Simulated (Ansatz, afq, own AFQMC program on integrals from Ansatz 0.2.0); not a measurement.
## GeH2O, singlet in cc-pVDZ, levels against AFQMC with the constraint released

```csv
atom,x (Å),y (Å),z (Å)
Ge,0.0000,-0.0451,0.3362
O,0.0000,0.1518,-1.4436
H,0.0000,1.5359,0.5766
H,0.0000,-0.6985,-1.8920
```

Connectivity, by distances: GeH–OH.

Basis cc-pVDZ. Noble-gas cores (and the filled d shells of Ga–Kr and In–Xe) are frozen. AFQMC by an in-house program on the Cholesky factors that Ansatz 0.2.0 writes for its CCSD(T) run. ph-AFQMC/CISD is guided by a CISD state made of CCSD amplitudes; releasing the constraint for a short imaginary time cuts its bias at the price of noise, slowly where states lie close. Error bars are statistical, one sigma. No spin–orbit coupling.

Determinant: RHF, the one that the program's search chose, which needn't be the lowest solution. The geometry is a point of a scan.

No full CI on the walks' own integrals is used here. The released AFQMC energy serves as the reference, which it does only where one determinant dominates, the energy is flat over the last release times and near the phaseless one (40 meV or 2 meV an electron, half that with transition metals). On small molecules, where full CI could be run and the noise was under 10 meV, such values lay within 10 meV of it in 19 cases of 20, a flattering rate, since the rule was set on those same cases; what remains of the bias isn't in the error bar.

Cautions: no relativity below Rb; no spin-orbit coupling; inner d shell frozen; higher spins were not checked; raised T1 diagnostic (T1 0.021, weight of the determinant 0.88, largest double 0.07); the released value is read at 2.40 1/Eh with a noise of 24 meV, more than in the cases checked (meV from the phaseless value at times in 1/Eh: -24 ± 17 at 0.24, -24 ± 13 at 0.51, -25 ± 15 at 0.99, -28 ± 21 at 1.62, -33 ± 24 at 2.40).

The T1 diagnostic is 0.0212 and the weight of the determinant in the CISD state is 0.878. The size of the correlated space is 12 electrons in 36 orbitals.

```tsv
level	correlation energy (eV)
MP2	-7.4517
CCSD	-8.0255
CCSD(T)	-8.2302
```

**Question.** Estimate where phaseless AFQMC with a CISD trial lies against CCSD(T) on the same integrals.

**Answer.** 0.26 ± 0.37 kcal/mol below CCSD(T). The gap is under twice the noise, so this walk alone can't tell the two apart.

Reference: AFQMC with the constraint released, correlation energy -8.274 ± 0.024 eV.

```
        level  E − E(reference) (kcal/mol)  share of correlation (%)
      CCSD(T)                  1.02 ± 0.55                     99.47
  ph-AFQMC/HF                 -2.07 ± 2.34                    101.09
ph-AFQMC/CISD                  0.76 ± 0.66                     99.60
```

A walk keeps the symmetry of its determinant, which the program's search chose and which needn't be the lowest solution, so a lower state of the same spin and another symmetry isn't excluded. Released energies are given only where the last usable release times agree within the noise; a slower fall can still hide under it.
